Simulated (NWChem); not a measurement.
**One shape, several levels: C2H2O2 (glyoxal)**

Wanted: a comparison of 6 runs (HF/STO-3G, HF/3-21G, B3LYP/6-31G*, B3LYP/aug-cc-pVDZ, M06-2X/aug-cc-pVDZ) of C2H2O2 (glyoxal). 

Program for the calculation: NWChem 7.3.0.

2 further runs of the same task are left out: 2 set aside as unsound or not needed. Runs told in other sessions of the task aren't counted.

### Step 1. The system as given

C2H2O2: 6 atoms, total charge 0, spin state singlet. As SMILES, `O=CC=O`. The C2–H5 distance was set to 2.438 Å, away from the relaxed value. At this shape a bond of the SMILES string is far longer than usual.

Bond lengths: O1–C2 1.197 Å, C2–C3 1.519 Å, C3–O4 1.197 Å, C3–H6 1.108 Å. Angles: O1–C2–C3 121.5°, C2–C3–O4 121.5°, C2–C3–H6 114.8°, O4–C3–H6 123.7°.

### Step 2. A single-point energy at HF/STO-3G (run 1)

Contents of run.py:

```python
from ase import Atoms
from ase.calculators.nwchem import NWChem

system = Atoms('OCCOHH', positions=[
    [0.972757, -1.596726, -1.467238],
    [0.356987, -0.972056, -0.652128],
    [-0.689613, -1.632326, 0.228852],
    [-1.303183, -1.008276, 1.046092],
    [0.661710, 1.415330, -0.264310],
    [-0.829713, -2.717036, 0.051032],
])

calc = NWChem(
    label='m1',
    theory='scf',
    memory='2200 mb',
    basis='STO-3G',
    basispar='spherical bse',
    scf={'nopen': '0', 'rhf': None, 'thresh': '1e-08', 'maxiter': '80'},
    task='energy',
)
system.calc = calc

print(f"energy = {system.get_potential_energy():.6f} eV")
print("dipole (e A):", system.get_dipole_moment().round(4))
```

Launch:

```
$ export ASE_NWCHEM_COMMAND="nwchem PREFIX.nwi > PREFIX.nwo"
$ python run.py
```

Output:

```text
energy = -6075.974977 eV
dipole (e A): [-0.113  -0.3298  0.0182]
```

The calculator wrote m1.nwi:

```
title "m1"

permanent_dir m1

scratch_dir m1

start m1

geometry units angstrom nocenter noautosym noautoz
  O  9.7275699999999998e-01 -1.5967260000000001e+00 -1.4672380000000000e+00
  C  3.5698700000000000e-01 -9.7205600000000003e-01 -6.5212800000000004e-01
  C  -6.8961300000000003e-01 -1.6323259999999999e+00 2.2885200000000000e-01
  O  -1.3031830000000000e+00 -1.0082760000000000e+00 1.0460920000000000e+00
  H  6.6171000000000002e-01 1.4153300000000000e+00 -2.6430999999999999e-01
  H  -8.2971300000000003e-01 -2.7170359999999998e+00 5.1032000000000001e-02
end

memory 2200 mb

basis spherical bse noprint
   * library STO-3G
end

scf
  nopen 0
  rhf
  thresh 1e-08
  maxiter 80
end

task scf energy
```

m1.nwo:

```text
Northwest Computational Chemistry Package (NWChem) 7.3.0
             --------------------------------------------------------

           Job information
           ---------------

    nwchem branch   = 7.3.0
    use scalapack   = T
    input           = m1.nwi
    prefix          = m1.
    data base       = m1/m1.db
    status          = startup
    nproc           =        1

           Memory information
           ------------------

    heap     =     72089598 doubles =      550.0 Mbytes
    stack    =     72089595 doubles =      550.0 Mbytes
    global   =    144179200 doubles =     1100.0 Mbytes (distinct from heap & stack)
    total    =    288358393 doubles =     2200.0 Mbytes
    verify   = yes
    hardfail = no

[... 127 lines left out ...]
 Convergence threshold     :          1.000E-08
[... 12 lines left out ...]
       Final RHF  results
[... 3 lines left out ...]
      One-electron energy =   -503.254517457048
[... 1 line left out ...]
 Nuclear repulsion energy =     99.108721938491
[... 30 lines left out ...]
                       ROHF Final Molecular Orbital Analysis
[... 164 lines left out ...]
  Mulliken analysis of the total density
  --------------------------------------

    Atom       Charge   Shell Charges
 -----------   ------   -------------------------------------------------------
    1 O    8     8.18   2.00  1.87  4.32
    2 C    6     5.81   2.00  1.29  2.52
    3 C    6     5.87   1.99  1.13  2.74
    4 O    8     8.15   2.00  1.87  4.29
    5 H    1     1.08   1.08
    6 H    1     0.91   0.91

       Multipole analysis of the density wrt the origin
       ------------------------------------------------

     L   x y z        total         open         nuclear
     -   - - -        -----         ----         -------
     0   0 0 0     -0.000000      0.000000     30.000000

     1   1 0 0     -0.213546      0.000000     -9.084228
[... 8 lines of this table left out ...]
     2   0 0 2    -17.050114      0.000000    103.257666

 Task  times  cpu:        1.0s     wall:        1.0s
 Total times  cpu:        1.0s     wall:        1.0s
```

Run time: 2.1 s. Hardware: 1 thread of Intel Xeon 6975P-C (Granite Rapids), shared host; peak memory 0.1 GiB.

### Step 3. A single-point energy at HF/3-21G (run 2)

Contents of c2h2o2.nw:

```
start c2h2o2
title "C2H2O2"
memory 2200 mb
geometry noautosym nocenter noautoz
  O     0.972757   -1.596726   -1.467238
  C     0.356987   -0.972056   -0.652128
  C    -0.689613   -1.632326    0.228852
  O    -1.303183   -1.008276    1.046092
  H     0.661710    1.415330   -0.264310
  H    -0.829713   -2.717036    0.051032
end
basis "ao basis" spherical bse
  O library 3-21G
  C library 3-21G
  H library 3-21G
end
scf
  thresh 1e-08
  maxiter 80
  print low
end
task scf energy
```

Launch:

```
$ nwchem c2h2o2.nw > c2h2o2.out
```

Output:

```text
[...]
  functions       =    40
[...]
  wavefunction    = RHF
[...]
         Total SCF energy =   -225.097121889211
      One-electron energy =   -503.109088819462
      Two-electron energy =    178.903244991760
 Nuclear repulsion energy =     99.108721938491
        Time for solution =      0.9s
 Task  times  cpu:        0.9s     wall:        0.9s
[...]
```

Wall time 1.6 s (1 thread of Intel Xeon 6975P-C (Granite Rapids), shared host); peak memory 0.1 GiB.

Runs 3 to 4 aren't shown in full; the table further down has their settings and results.

### Step 4. A single-point energy at B3LYP/aug-cc-pVDZ (run 5)

Contents of c2h2o2.nw:

```
start c2h2o2
title "C2H2O2 B3LYP"
memory 2200 mb

geometry units angstrom noautosym nocenter noautoz
 O      0.972757    -1.596726    -1.467238
 C      0.356987    -0.972056    -0.652128
 C     -0.689613    -1.632326     0.228852
 O     -1.303183    -1.008276     1.046092
 H      0.661710     1.415330    -0.264310
 H     -0.829713    -2.717036     0.051032
end

basis spherical bse
 * library aug-cc-pVDZ
end

dft
 xc b3lyp
 grid fine
 convergence energy 1e-08
 maxiter 100
 mulliken
end

task dft energy
```

Launch:

```
$ nwchem c2h2o2.nw > c2h2o2.out
```

Output:

```text
[...]
          Wavefunction type:  closed shell.
          No. of atoms     :     6
          No. of electrons :    30
[...]
          Charge           :     0
          Spin multiplicity:     1
[...]
          AO basis - number of functions:   110
[...]
              XC Information
              --------------
                         B3LYP Method XC Potential
                     Hartree-Fock (Exact) Exchange  0.200
                        Slater Exchange Functional  0.800 local
                    Becke 1988 Exchange Functional  0.720 non-local
              Lee-Yang-Parr Correlation Functional  0.810
                  VWN I RPA Correlation Functional  0.190 local
[...]
 d= 0,ls=0.0,diis     1   -227.4664101768 -3.27D+02  3.41D-02  1.77D+00     2.6
[...]
 d= 0,ls=0.0,diis    12   -227.7065366222 -4.45D-09  8.99D-07  2.74D-08    26.8
         Total DFT energy =     -227.706536622193
      One electron energy =     -505.391076075018
           Coulomb energy =      207.030646364834
    Exchange-Corr. energy =      -28.454828850500
 Nuclear repulsion energy =       99.108721938491
[...]
      Total Density - Mulliken Population Analysis
     ---------------------------------------------
    Atom       Charge   Shell Charges
 -----------   ------   -------------------------------------------------------
    1 O    8     8.28   2.01  0.87  0.98  0.14  2.78  1.41  0.05  0.02  0.02
    2 C    6     5.99   2.02  0.73  0.73  0.15  1.83  0.32  0.08  0.12  0.00
    3 C    6     5.13   2.02  0.71  0.39 -0.20  2.01  0.09 -0.00  0.14 -0.02
    4 O    8     8.35   2.01  0.86  1.00  0.16  2.80  1.42  0.06  0.02  0.02
    5 H    1     1.02   0.50  0.48  0.04  0.00 -0.00
    6 H    1     1.24   0.76  0.50  0.00  0.03 -0.04
[...]
```

Wall time 28 s (1 thread of Intel Xeon 6975P-C (Granite Rapids), shared host); peak memory 0.12 GiB.

### Step 5. A single-point energy at M06-2X/aug-cc-pVDZ (run 6)

Contents of c2h2o2.xyz:

```xyz
6

O      0.972757    -1.596726    -1.467238
C      0.356987    -0.972056    -0.652128
C     -0.689613    -1.632326     0.228852
O     -1.303183    -1.008276     1.046092
H      0.661710     1.415330    -0.264310
H     -0.829713    -2.717036     0.051032
```

Contents of c2h2o2.nw:

```
start c2h2o2
memory 2200 mb

geometry units angstrom noautosym nocenter noautoz
  load format xyz c2h2o2.xyz
end

basis spherical bse
  * library aug-cc-pVDZ
end

dft
  xc m06-2x
  grid fine
  convergence energy 1e-08
  iterations 100
  mulliken
end

task dft energy
```

Launch:

```
$ nwchem c2h2o2.nw > c2h2o2.out
```

Output:

```text
[...]
          Wavefunction type:  closed shell.
          No. of atoms     :     6
          No. of electrons :    30
[...]
          Charge           :     0
          Spin multiplicity:     1
[...]
          AO basis - number of functions:   110
[...]
              XC Information
              --------------
                       M06-2X Method XC Functional
                     Hartree-Fock (Exact) Exchange  0.540
                        M06-2X Exchange Functional  1.000
                      M06-2X Correlation Potential  1.000
[...]
 d= 0,ls=0.0,diis     1   -227.3744240041 -3.26D+02  2.52D-02  1.64D+00     3.4
[...]
 d= 0,ls=0.0,diis    12   -227.6037186480 -6.70D-09  6.67D-07  4.30D-09    32.3
         Total DFT energy =     -227.603718647986
      One electron energy =     -505.253688691577
           Coulomb energy =      206.876665963384
    Exchange-Corr. energy =      -28.335417858284
 Nuclear repulsion energy =       99.108721938491
[...]
      Total Density - Mulliken Population Analysis
     ---------------------------------------------
    Atom       Charge   Shell Charges
 -----------   ------   -------------------------------------------------------
    1 O    8     8.28   2.01  0.87  0.98  0.11  2.75  1.49  0.04  0.02  0.02
    2 C    6     5.97   2.02  0.73  0.69  0.19  1.79  0.35  0.09  0.12 -0.00
    3 C    6     5.17   2.02  0.70  0.40 -0.21  1.97  0.18 -0.01  0.14 -0.03
    4 O    8     8.37   2.01  0.86  1.00  0.14  2.77  1.49  0.05  0.02  0.03
    5 H    1     1.00   0.48  0.48  0.04  0.00 -0.00
    6 H    1     1.20   0.76  0.47 -0.00  0.03 -0.04
[...]
```

Wall time 33 s (1 thread of Intel Xeon 6975P-C (Granite Rapids), shared host); peak memory 0.12 GiB.

### Step 6. All runs side by side

```tsv
run	level	iteration cap	module	energy (Eh)	dipole moment (D)	HOMO energy (eV)	LUMO energy (eV)	wall time
1	HF/STO-3G	80	scf	-223.287964	1.68	-5.39	2.87	2.1 s
2	HF/3-21G	80	scf	-225.097122	–	–	–	1.6 s
3	B3LYP/6-31G* (spherical functions)	100	dft	-227.661491	2.53	–	–	15 s
4	B3LYP/6-31G* (Cartesian functions)	100	dft	-227.665942	2.51	-6.58	-3.66	17 s
5	B3LYP/aug-cc-pVDZ	100	dft	-227.706537	2.57	-6.98	-4.06	28 s
6	M06-2X/aug-cc-pVDZ	100	dft	-227.603719	2.47	-7.97	-2.81	33 s
```

### Step 7. Summary of results

```
            quantity          value
 run 6: total energy  -227.60372 Eh
run 6: dipole moment         2.47 D
  run 6: HOMO energy       -7.97 eV
  run 6: LUMO energy       -2.81 eV
run 6: HOMO–LUMO gap        5.16 eV
```

**Reading.** Over runs 1, 3, 4, 5, 6 the dipole moment (its size) runs from 1.68 D (HF/STO-3G) to 2.57 D (B3LYP/aug-cc-pVDZ). The two ends differ in method and basis. Over runs 1, 4, 5, 6 the HOMO–LUMO gap runs from 2.92 eV (B3LYP/6-31G*) to 8.26 eV (HF/STO-3G). Totals of different functionals can't be ranked against each other. In run 1 the basis is minimal, so the values are rough. In all runs a closed-shell determinant meets a far-stretched bond; if it breaks into open shells, such a determinant describes it badly, and no broken-symmetry solution was shown. All runs together took 96 s, the longest 33 s.
